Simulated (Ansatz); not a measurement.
**NS (doublet): from Hartree-Fock to the top rungs, def2-TZVPP**

One table from this session's results is given with a row withheld; the runs are named, their logs left out.

The runs use Ansatz 0.2.0, Gaussian basis; def2-TZVPP, core rule «outside noble gas», up to 6 orbitals frozen.

To be run: UHF; ROHF; CCSD(T) on UHF.

2 further runs of the same task are left out: 2 set aside as unsound or not needed.

### What is computed

The geometry is a PBE0/def2-TZVP stationary point (not a proven minimum).

2 atoms, charge 0, spin multiplicity 2.

Atoms are counted from 1 here; the program's logs count them from 0.

Bond lengths: N1–S2 1.486 Å.

Coordinates:

```xyz
2

N     0.0000    0.0000    0.0000
S     0.0000    0.0000    1.4856
```

Set-up of the first run:

The input, in.yaml:

```yaml
crystal:
  periodic: [false, false, false]
  atoms:
    - {symbol: N, position_ang: [0.000000, 0.000000, 0.000000]}
    - {symbol: S, position_ang: [0.000000, 0.000000, 1.485600]}
basis:
  gaussian: {orbitals: def2-TZVPP}
magnetization: {spin_polarized: true, initial_magnetization: 1}
hamiltonian: {xc: hf}
output: {orbitals: {seedname: orbitals}}
```

Run with:

```bash
$ ansatz run in.yaml --threads 1 --pin off --events-out ev --progress --plain --max-ram 4096MiB --backend cpu
```

Among the steps run: UHF; ROHF; CCSD(T) on UHF.

One table of the session follows, with a row left open; its other results are not shown here.

| method | from UCCSD(T) (meV) |
| --- | --- |
| ROHF | +10676.5 |
| UMP2 | +1380.0 |
| UCCSD | ? |
| UCCSD(T) | 0 |

Q: Estimate the row for UCCSD from the others.

**Answer.** from UCCSD(T) (meV): +582.6. In the column «from UCCSD(T) (meV)» it lies between UCCSD(T) (0) and UMP2 (+1380.0).

Left out of the table: UHF (another determinant or state than the rows shown).

With the free atoms at the same levels and basis (separate runs), the atomisation energy is 4.481 eV at UCCSD(T), 1.076 eV at ROHF.

To keep in mind: Warnings: spin contamination; coupled cluster took another determinant than the lowest.
